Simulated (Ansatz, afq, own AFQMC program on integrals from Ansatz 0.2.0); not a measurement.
**Atomization energy of BSiH₂, doublet**

```yaml
atoms:
  - { symbol: Si, position_ang: [0.0000, 0.0000, 0.6345] }
  - { symbol: B, position_ang: [0.0000, 0.0000, -1.2907] }
  - { symbol: H, position_ang: [0.0000, -1.0258, -1.9185] }
  - { symbol: H, position_ang: [0.0000, 1.0258, -1.9185] }
```

Connectivity, by distances: Si–BH2.

Atoms in their ground-state spins without spin–orbit coupling (mostly on UHF) minus the molecule (UHF), without zero-point energy. The geometry is a stationary point, not shown to be a minimum.

Basis cc-pVDZ. Only valence electrons are correlated. Integrals, coupled cluster, full CI and functionals: Ansatz 0.2.0; the random walks run on the same integrals in our own AFQMC program. ph-AFQMC/CISD is guided by a CISD state made of CCSD amplitudes; releasing the constraint for a short imaginary time cuts its bias at the price of noise, slowly where states lie close. Free projection: walkers drawn from exp(T), propagated without any constraint. Its projection time is finite, and what remains of the start isn't in its error. ± is one standard error of the sampling. The errors of all members are added in quadrature.

No full CI on the walks' own integrals is used here; CCSDT(Q) serves as the reference and is uncertain by about the last step of the cluster series. Each member takes its own surest rung, up to full CI.

The best estimate is CCSD(T) at the basis-set limit (CBS: def2-TZVPP and def2-QZVPP, with their diffuse functions for anions and beside diffuse sets, CCSD(T) itself extrapolated) plus the step from CCSD(T) to CCSDT(Q) in cc-pVDZ. Rows without CBS are in cc-pVDZ, the functionals in def2-TZVP; B2PLYP and the wave-function rows carry a basis error of their own. Core correlation and relativity beyond core potentials are missing, and ± holds the sampling alone.

Cautions: BSiH₂ (doublet): an unrestricted solution with more broken spin lies lower, the released energies are still falling, so no released level is given (meV from the phaseless value at times in 1/Eh: -8 ± 10 at 0.24, -11 ± 10 at 0.51, -15 ± 10 at 0.99, -30 ± 13 at 1.62, -47 ± 13 at 2.40), though the last usable value meets CCSDT(Q) within the noise, the ph-AFQMC/HF walk drifts between its halves (2.8 errors), its ph-AFQMC/CISD value lies 26 ± 9 meV above CCSDT(Q); other spins of the molecule weren't checked.

| level | atomization energy (kcal/mol) |
| --- | --- |
| CCSD | 228.8 |
| B3LYP | 256.3 |
| wB97M-V | 257.1 |

Task: From these cheaper values, estimate the atomization energy at the level of the best estimate.

Result: 252.1 kcal/mol (best estimate, highest rung CCSDT(Q)).

| level | atomization energy (kcal/mol) | error against the best estimate (kcal/mol) |
| --- | --- | --- |
| HF | 191.0 | -61.1 |
| MP2 | 230.9 | -21.2 |
| CCSD(T) | 231.0 | -21.1 |
| ph-AFQMC/CISD | 231.0 ± 0.2 | -21.1 ± 0.2 |
| free AFQMC | 230.9 ± 0.3 | -21.2 ± 0.3 |
| HF/CBS | 196.1 | -56.0 |
| MP2/CBS | 250.8 | -1.3 |
| CCSD(T)/CBS | 251.7 | -0.4 |
| PBE | 258.5 | 6.4 |
| r2SCAN | 257.9 | 5.8 |
| PBE0 | 255.5 | 3.4 |
| B2PLYP | 251.9 | -0.2 |
| surest rungs in cc-pVDZ | 231.4 | -20.7 |

Correlation beyond CCSD(T) adds 0.4 kcal/mol. Going to the basis-set limit adds 20.7 kcal/mol at CCSD(T). The perturbative (T) step is worth +2.2 kcal/mol. The functionals spread over 6.6 kcal/mol; B2PLYP comes nearest and PBE is 6.4 kcal/mol too high.

Best estimates are given only where the step beyond CCSD(T) is under 0.3 eV and no member's determinant is very poor (T1 over 0.05, or 0.07 for open shells, ⟨S²⟩ too high by 0.3, two states mixed), so the hardest cases are missing from such tables.

The functionals ran in a triple-zeta set and keep a basis error of their own, a few kJ/mol for each bond in atomization energies and more for double hybrids, so close places among them and the extrapolated levels can swap.

Free projections are given only where their last times agree within the noise and don't stop above the reference; a slow remainder of the start can still hide under it. Each member of a difference takes its own highest rung, so a best estimate needn't equal the limit plus the step of one row. A walk keeps the symmetry of its determinant, which the program's search chose and which needn't be the lowest solution, so a lower state of the same spin and another symmetry isn't excluded.
